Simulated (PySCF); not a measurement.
Molecule: SMILES C#CC, C3H4.

Atom-mapped SMILES (the numbers label the heavy atoms): `[CH:1]#[C:2][CH3:3]`. Each H is labelled by its parent atom.

Geometry PBE0-D3(BJ)/def2-SVP throughout; GIAO in PySCF 2.14, gas phase, one conformer, non-relativistic; equivalent atoms averaged; functional PBE0.

(1) How do the absolute shieldings σ depend on the basis set? (ppm; last column core-seconds on shared hosts with different chips, so compare them loosely)

(2) Which nucleus moves most, in ppm?

(3) Taking the largest basis, pcSseg-2 (164 functions), as the yardstick, rank the others by their worst heavy-atom deviation.

Answers

(1) 
```csv
basis set,functions,C1,C2,C3,H(C1),H(C3),core-s
STO-3G,19,169.4,172.5,220.6,30.31,31.32,0.85
6-31G,35,132.5,123.9,194.1,30.77,30.83,1.5
pcSseg-0,35,113.6,107.7,188.4,30.95,31.04,1.4
6-31G*,50,129.7,122.9,189.5,30.43,30.36,1.8
def2-SVP,62,126.4,117.5,190.7,29.97,29.77,2
cc-pVDZ,62,128.9,120.1,192.1,29.85,29.60,2.3
pcSseg-1,71,110.9,102.1,180.2,29.62,29.43,1.9
"6-311+G(2d,p)",105,115.5,103.8,183.2,29.99,29.70,3.4
aug-cc-pVDZ,105,131.2,119.4,190.4,29.86,29.49,3.6
def2-TZVP,117,116.0,104.1,182.8,29.96,29.68,4
IGLO-III,145,111.1,99.5,180.1,29.85,29.53,5.3
cc-pVTZ,146,116.4,105.5,183.7,29.86,29.47,5.4
pcSseg-2,164,110.4,98.7,180.1,29.77,29.41,6
```

(2) C2 (alkyne carbon): from 98.7 ppm with pcSseg-2 to 172.5 ppm with STO-3G. The smallest spread is 1.34 ppm, at H(C1). Proton shifts span only some 12 ppm, so a few tenths of a ppm matter as much there as several ppm in carbon.

(3) IGLO-III 0.8 ppm (145 functions), pcSseg-1 3.4 ppm (71 functions), 6-311+G(2d,p) 5.2 ppm (105 functions), def2-TZVP 5.7 ppm (117 functions), cc-pVTZ 6.8 ppm (146 functions), pcSseg-0 9.0 ppm (35 functions), def2-SVP 18.8 ppm (62 functions), aug-cc-pVDZ 20.8 ppm (105 functions), cc-pVDZ 21.4 ppm (62 functions), 6-31G* 24.1 ppm (50 functions), 6-31G 25.2 ppm (35 functions), STO-3G 73.7 ppm (19 functions).

A small basis that lands close on one nucleus may do so by chance; judge by the trend and by all nuclei.
